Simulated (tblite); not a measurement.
Species: C5H7F.
SMILES: `CC(C)=C=CF`

All values are computed: GFN2-xTB (tblite) harmonic vibrations without scaling, gas phase. Against measured fundamentals such values can be off by several per cent, at times by over 20.

Harmonic wavenumbers (cm⁻¹): 108.8, 116.2, 124.5, 161.1, 275.7, 327.7, 397.6, 522.6, 547.2, 750.3, 791.3, 971.1, 973.9, 983.4, 1062.7, 1066.3, 1212.9, 1213.2, 1388.8, 1399.3, 1433.0, 1469.9, 1470.3, 1480.2, 1494.2, 2077.4, 3004.1, 3007.0, 3016.1, 3021.5, 3044.1, 3055.3, 3057.3.

A = 7306, B = 1810, C = 1578 MHz; mass 86.053 u (most abundant isotopes); point group Cs, symmetry number 1.

Q: Zero-point energy?

A: ½Σν̃ = 22513 cm⁻¹ = 64.37 kcal/mol.

Q: Entropy at 273.15 K, 1 bar (ideal gas, RRHO, classical rotation)?

A: Translation 38.86, rotation 26.87, vibration 16.47: S = 82.2 cal/(mol K).

Q: And Cp and H(273.15 K) − H(0)?

A: Cp = 25.60 cal/(mol K), of which vibrations give 17.65 (their classical limit is 33 R = 65.6); H(273.15 K) − H(0) = 4.67 kcal/mol without the zero-point energy, 2.50 from vibrations.

Q: Which modes carry the vibrational entropy at 273.15 K?

A: 108.8 cm⁻¹: 3.12; 116.2 cm⁻¹: 2.99; 124.5 cm⁻¹: 2.86; 161.1 cm⁻¹: 2.37; 275.7 cm⁻¹: 1.41; 327.7 cm⁻¹: 1.13 cal/(mol K); the other 27 give 2.58 together.

Q: Blend soft modes into free rotors: weight 1/[1 + (100 cm⁻¹/ν̃)⁴] for the oscillator and the rest for a rotor with moment μB/(μ + B), μ = h/(8π²ν), B = 10⁻⁴⁴ kg m². What vibrational entropy results?

A: 16.07 cal/(mol K) in place of 16.47, which changes −T·S at 273.15 K by +0.11 kcal/mol.

Q: What must be added to the electronic energy to get the Gibbs energy at 273.15 K and 1 bar?

A: ZPE + [H(273.15 K) − H(0)] − T·S = 64.37 + 4.67 − 22.45 = 46.59 kcal/mol.

Hindered rotation and anharmonicity are outside this model.

Time: 0.25 s of wall time. Hardware: one thread, Arm Neoverse V1 (aarch64), no GPU, shared host with 32 logical CPUs at a one-minute load of 28. This covers the Hessian and the dipole derivatives.
